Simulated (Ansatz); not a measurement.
```yaml
crystal:
  periodic: [false, false, false]
  atoms:
    - {symbol: Y, position_ang: [0.017818, 0.051366, -0.596649]}
    - {symbol: O, position_ang: [-0.051775, 0.983480, 1.494688]}
    - {symbol: F, position_ang: [-0.039780, -1.068607, 1.533366]}
basis:
  gaussian: {orbitals: def2-TZVP}
magnetization: {spin_polarized: true, initial_magnetization: 4}
hamiltonian: {xc: pbe0}
relax: {f_tol: 0.004, max_steps: 80}
```

```sh
$ ansatz run in.yaml --threads 1 --pin off --events-out ev --progress --plain --max-ram 2176MiB
```

Steps of the relaxation (energy above the last step; positions in Å, forces in eV/Å):

```
3
step 1, 583.2 meV
Y     0.018    0.051   -0.597   -0.025   -0.950    1.012
O    -0.052    0.983    1.495   -0.013   -0.028    0.434
F    -0.040   -1.069    1.533    0.038    0.978   -1.446
```

```
3
step 2, 140.8 meV
Y     0.015   -0.074   -0.492    0.021   -0.416   -0.595
O    -0.054    1.027    1.567   -0.027    0.709    0.726
F    -0.035   -0.986    1.357    0.006   -0.293   -0.131
```

```
3
step 3, 52.6 meV
Y     0.018   -0.175   -0.554    0.008    0.166   -0.307
O    -0.059    1.092    1.695   -0.005    0.466    0.059
F    -0.033   -0.951    1.290   -0.003   -0.633    0.248
```

```
3
step 5, 2.7 meV
Y     0.018   -0.192   -0.549    0.003    0.053   -0.103
O    -0.060    1.210    1.730   -0.001    0.060    0.010
F    -0.031   -1.052    1.251   -0.002   -0.113    0.094
```

```
3
step 8, 0.0 meV
Y     0.018   -0.198   -0.548    0.000    0.000    0.000
O    -0.061    1.260    1.745    0.000    0.000    0.000
F    -0.031   -1.095    1.235    0.000    0.000    0.000
```

Close pairs at the end: Y1–F3 1.996 Å, Y1–O2 2.718 Å.

A stationary point of unrestricted PBE0 after 8 steps, with ⟨S²⟩ = 6.006 against 6.00 for a pure state; no frequencies were run, so it isn't proven a minimum. 2 min on 1 thread of Intel Xeon Platinum 8259CL, shared host.
